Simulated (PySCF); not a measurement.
Work out the structure from these simulated measurements.

Formula: C5H12P; charge +1.

| Property | Result |
| --- | --- |
| Triplet | lowest triplet excitation (Tamm–Dancoff): 4.26 eV [TDA CAM-B3LYP/def2-SVPD] |
| NMR, other nuclei | isotropic shieldings of nuclei other than C and H, by class: 335 (1 P) ppm [GIAO PBE0/pcSseg-1] |
| UV, first state | lowest singlet excitation: 7.10 eV (175 nm, f = 0.336) [TDDFT CAM-B3LYP/def2-SVPD] |
| Rotational structure | rotational constants A, B, C: 5.125, 1.650, 1.385 GHz [PBE0-D3(BJ)/def2-SVP] |
| 1H NMR | chemical shifts (computed TMS as zero) by class: 6.49 (1 H), 6.24 (1 H), 5.78 (1 H), 5.49 (1 H), 2.89 (2 H), 1.90 (6 H) ppm [GIAO PBE0/pcSseg-1] |
| Polarisability | 79.3 au [CAM-B3LYP/def2-SVPD] |
| 13C NMR | chemical shifts (computed TMS as zero) by class: 143.5 (1 C), 126.6 (1 C), 29.9 (1 C), 4.0 (2 C) ppm [GIAO PBE0/pcSseg-1] |

Gas-phase values; electronic properties from PySCF, density fitting. Levels stand in brackets. One conformer (not necessarily the lowest) at the PBE0-D3(BJ)/def2-SVP geometry, without solvent, vibrations or thermal averaging. NMR classes are plain means over equivalent atoms (diastereotopic ones count apart unless rotation or inversion swaps them), as if these changed places fast.

Question: Give a SMILES that accounts for the data.

Answer: Numbering: `[CH2:1]=[CH:2][CH2:3][PH+:4]([CH3:5])[CH3:6]`. 5 carbons fall into 4 classes; from least to most shielded: terminal =CH2 carbon [C1] (143.5 ppm), alkene CH carbon [C2] (126.6 ppm), sp3 carbon bound to phosphorus [C3] (29.9 ppm), sp3 carbon bound to phosphorus [C5/C6] (4.0 ppm, 2 C, up to 2.9 ppm apart in this geometry). Hydrogen classes from least to most shielded: 1 H on a terminal =CH2 carbon, C1 (6.49 ppm), 1 H on a terminal =CH2 carbon, C1 (6.24 ppm), 1 H on an alkene CH carbon, C2 (5.78 ppm), 1 H on a phosphonium phosphorus, P4 (5.49 ppm), 2 H on an sp3 carbon bound to phosphorus, C3 (2.89 ppm, a mean of values up to 0.5 ppm apart in this geometry), 6 H on 2 like atoms (sp3 carbon bound to phosphorus), C5/C6 (1.90 ppm, a mean of values up to 0.8 ppm apart in this geometry). The other shieldings belong to: 335 ppm, phosphonium phosphorus [P4]. S1 is mainly HOMO→LUMO (weight 0.96); the largest Löwdin shares of the orbital it empties are 0.38 on the alkene CH carbon, 0.37 on the terminal =CH2 carbon and 0.08 on an sp3 carbon bound to phosphorus, of the orbital it fills 0.26 on the terminal =CH2 carbon, 0.23 on the alkene CH carbon, 0.12 on the phosphonium phosphorus and 0.07 on an sp3 carbon bound to phosphorus. The optimised geometry has point group C1 and is an asymmetric top. Structure: `C=CC[PH+](C)C`. Computed isomers that give other values at the same levels: `C[PH+](C)C1CC1` (rotational constant A: 4.576 GHz; this holds for the one conformer computed); `C/C=C/[PH2+]CC` (rotational constant A: 10.965 GHz; this holds for the one conformer computed); `C[C@@H]1C[P+]1(C)C` (rotational constant A: 3.982 GHz; this holds for the one conformer computed). The assignments are read from this structure; whether some other isomer fits the data as well wasn't checked.

The values belong to the conformer `[CH2:1]=[CH:2][CH2:3][PH+:4]([CH3:5])[CH3:6]`: C1–C2–C3–P4 106°, C2–C3–P4–C5 174°.
